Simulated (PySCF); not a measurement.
**Stretching MgCl**

Set-up: basis Mg def2-SVP, Cl def2-SVP; no relativity; PySCF 2.14. Energies in eV from Mg + Cl in their ground configurations at the same level. State: ²Σ⁺ (doublet), unpaired electrons σ ↑.

```csv
R (Å),revPBE
1.920,-2.382
2.010,-2.870
2.099,-3.150
2.166,-3.259
2.233,-3.302
2.300,-3.295
2.389,-3.226
2.501,-3.074
2.635,-2.837
2.814,-2.482
```

Q: Put a parabola through the three lowest points of the revPBE curve and estimate Re, k and ωe (reduced mass 14.23 u; 1 eV/Å² = 0.16022 mdyn/Å; ωe = 1302.8·√(k/μ) cm⁻¹).

A: Through R = 2.166, 2.233, 2.3 Å the second-order coefficient is 5.57 eV/Å², so Re ≈ 2.257 Å, k ≈ 1.78 mdyn/Å and ωe ≈ 461 cm⁻¹. A polynomial fit of higher order to the unrounded revPBE energies gives Re = 2.255 Å, k = 1.66 mdyn/Å, ωe = 445 cm⁻¹; anharmonicity and rounding make the difference.

The higher-order fit for each curve: revPBE: Re = 2.255 Å, ωe = 445 cm⁻¹, De = 3.30 eV.

The state is the lowest determinant that a PBE0 search found; another state may lie lower at other levels.
